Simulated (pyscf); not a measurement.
Structures and frequencies: ωB97X-D3(BJ)/def2-SVP in PySCF. MP2 and CC: frozen core, UHF for open shells. ΔMP2 is the change of the MP2 total energy from the triple- to the quadruple-zeta basis.

### Question
Estimate the classical barrier height and the reaction energy of `[OH2]` + `[GeH2]` [singlet] + `[ClH]` → `[OH][GeH3]` + `[ClH]` at CCSD(T)/def2-TZVPP + ΔMP2(QZVPP). The step runs on the singlet surface, breaks H–O, Cl–H and forms Ge–O, Ge–H, Cl–H; take the separated reactants as zero.

### Answer
ΔE‡ = -80.9 kJ/mol, ΔE = -187.9 kJ/mol. Zero-point energy shifts the barrier by +17.1 kJ/mol. It is a multi-bond step, with an imaginary mode of 847i cm⁻¹. On the reactant side the descent ends in an adduct with a Ge–O contact, 107.6 kJ/mol under the separated species and 8.1 kJ/mol under the saddle at ωB97X-D3(BJ)/def2-TZVP. On the product side the descent ends in a complex (not fully relaxed), 29.2 kJ/mol under the separated species and 131.3 kJ/mol under the saddle at ωB97X-D3(BJ)/def2-TZVP. At CCSD(T) the saddle lies under the separated reactants, which points to a path from their complex (located at ωB97X-D3(BJ) alone). What is counted as formed (Ge–O) is already present as a longer contact in the reactant adduct; forming that adduct is a step of its own. At ωB97X-D3(BJ)/def2-TZVP the barrier from the zero used here is -99.4 kJ/mol. This is the saddle that the search found; another between the same sides may lie lower. The CCSD(T) − MP2 part came from Ansatz, without density fitting, on the same reference. The frozen core leaves the outer d or s,p core shells of the metals and heavy elements correlated in the MP2 and CC values, and def2-TZVPP describes them poorly, which can shift differences by a few kcal/mol. Elements up to Kr have no core potential and no relativistic terms here.
